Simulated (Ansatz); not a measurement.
Working through a ladder of methods at one geometry of C3H5N, SMILES C=C=NC

Computed with Ansatz 0.2.0 through its Python package.

The cells in order, each with its output:

**Cell 1**
```python
import warnings

import ansatz as az
from ase import Atoms
```

**Cell 2**
```python
warnings.simplefilter("ignore", az.DeckWarning)
```

**Cell 3**
```python
atoms = Atoms(["C", "C", "N", "C", "H", "H", "H", "H", "H"], positions=[
    [-0.0571, 1.588, -0.8804],
    [0.4309, 0.5945, -0.3305],
    [0.9065, -0.331, 0.1618],
    [0.075, -1.3117, 0.7064],
    [-0.3148, 1.623, -1.9712],
    [-0.3207, 2.5361, -0.3126],
    [0.5939, -2.1434, 1.1615],
    [-0.5935, -1.7269, -0.0863],
    [-0.6317, -0.875, 1.5342],
])
geometry = az.Crystal.molecule_from_ase(atoms)
```

**Cell 4**
```python
model = geometry.calculation().basis(gaussian="cc-pVDZ")
```

**Cell 5**
```python
methods = ["mp2", "ccsd", "ccsd_t"]
batch = az.Session.batch([model.correlation(m).input() for m in methods])
reports = sorted(batch.plan().execute().molecular_reports, key=lambda each: each["member"])
print(f"Hartree-Fock reference {reports[0]['reference_energy_ev'] / 27.211386246:.6f} Ha")
best = reports[-1]["free_energy_ev"] - reports[-1]["reference_energy_ev"]
for method, each in zip(methods, reports):
    gained = each["free_energy_ev"] - each["reference_energy_ev"]
    print(f"{method:8s} total {each['free_energy_ev'] / 27.211386246:.6f} Ha  correlation {gained:9.4f} eV  ({100 * gained / best:.1f} % of the last)")
```
Output:
```text
Hartree-Fock reference -170.889082 Ha
mp2      total -171.442441 Ha  correlation  -15.0577 eV  (90.4 % of the last)
ccsd     total -171.480177 Ha  correlation  -16.0845 eV  (96.6 % of the last)
ccsd_t   total -171.501053 Ha  correlation  -16.6526 eV  (100.0 % of the last)
```

What to keep in mind:
- Total energies depend on the basis set; only differences at equal settings carry meaning.
- The geometry is a force-field or estimated start, not a minimum of this method, and the basis set is short of its limit. A lower total doesn't mark the better method: functionals have no common bound, and MP2 and coupled cluster aren't variational.
- Inner cores stay frozen, so this is valence correlation.
